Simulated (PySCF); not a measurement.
Species: C2H7PS.
Numbering: `[CH3:1][PH:2]([CH3:3])=[S:4]` (hydrogens: H5, H6, H7 on C1; H8 on P2; H9, H10, H11 on C3)

The same species was optimised twice, with GFN2-xTB and with PBE0-D3(BJ)/def2-SVP (PySCF), and the same property calculations (PySCF, gas phase) were run on both structures.

```tsv
coordinate	GFN2-xTB	PBE0-D3(BJ)/def2-SVP	change
P2–H8 (Å)	1.401	1.427	+0.026
C3–H11 (Å)	1.087	1.101	+0.014
C1–H5 (Å)	1.088	1.100	+0.012
P2=S4 (Å)	1.931	1.943	+0.012
P2–C3 (Å)	1.831	1.821	-0.010
C1–P2 (Å)	1.831	1.822	-0.009
C3–H9 (Å)	1.089	1.099	+0.010
C3–H10 (Å)	1.091	1.100	+0.009
C1–H6 (Å)	1.090	1.099	+0.009
C1–H7 (Å)	1.091	1.100	+0.009
C3–P2–S4 (°)	115.6	115.3	-0.3
C3–P2–H8 (°)	101.4	101.7	+0.3
P2–C3–H10 (°)	107.9	108.2	+0.3
P2–C1–H7 (°)	108.0	108.3	+0.3
C1–P2–C3 (°)	105.1	104.9	-0.2
S4–P2–H8 (°)	115.7	115.9	+0.2
C1–P2–H8 (°)	101.4	101.6	+0.2
P2–C1–H6 (°)	108.5	108.3	-0.2
```

Rotational constants: A = 6152, B = 3442, C = 2463 MHz (GFN2-xTB) against A = 6193, B = 3421, C = 2465 MHz (PBE0-D3(BJ)/def2-SVP). Point groups within 0.08 Å: Cs and Cs.

On the GFN2-xTB structure: HOMO (eV) -6.51 [PBE0/pcSseg-1]; LUMO (eV) 0.65 [PBE0/pcSseg-1]; dipole (D) 4.67 [PBE0/pcSseg-1]; GIAO shielding of C1/C3 (mean) (ppm) 162.7 [PBE0/pcSseg-1]; GIAO shielding of P2 (ppm) 339.0 [PBE0/pcSseg-1]; GIAO shielding of S4 (ppm) 752.3 [PBE0/pcSseg-1].

Q: What do these properties become on the PBE0-D3(BJ)/def2-SVP structure?

A: 
```json
{"property": "HOMO (eV)", "level": "PBE0/pcSseg-1", "on GFN2-xTB": "-6.51", "on PBE0-D3(BJ)/def2-SVP": "-6.49", "change": "+0.02"}
{"property": "LUMO (eV)", "level": "PBE0/pcSseg-1", "on GFN2-xTB": "0.65", "on PBE0-D3(BJ)/def2-SVP": "0.56", "change": "-0.09"}
{"property": "dipole (D)", "level": "PBE0/pcSseg-1", "on GFN2-xTB": "4.67", "on PBE0-D3(BJ)/def2-SVP": "4.72", "change": "+0.05"}
{"property": "energy, GFN2-xTB geometry as zero (kcal/mol)", "level": "PBE0/pcSseg-1", "on GFN2-xTB": "0.0", "on PBE0-D3(BJ)/def2-SVP": "-0.3", "change": "-0.3"}
{"property": "GIAO shielding of C1/C3 (mean) (ppm)", "level": "PBE0/pcSseg-1", "on GFN2-xTB": "162.7", "on PBE0-D3(BJ)/def2-SVP": "161.5", "change": "-1.2"}
{"property": "GIAO shielding of P2 (ppm)", "level": "PBE0/pcSseg-1", "on GFN2-xTB": "339.0", "on PBE0-D3(BJ)/def2-SVP": "332.9", "change": "-6.1"}
{"property": "GIAO shielding of S4 (ppm)", "level": "PBE0/pcSseg-1", "on GFN2-xTB": "752.3", "on PBE0-D3(BJ)/def2-SVP": "735.1", "change": "-17.2"}
```

The heavy atoms differ by 0.008 Å rms after alignment. Among all bonds P2–H8 changes most (+0.026 Å). Changes are differences of the printed values. Neither structure is proved a minimum here.
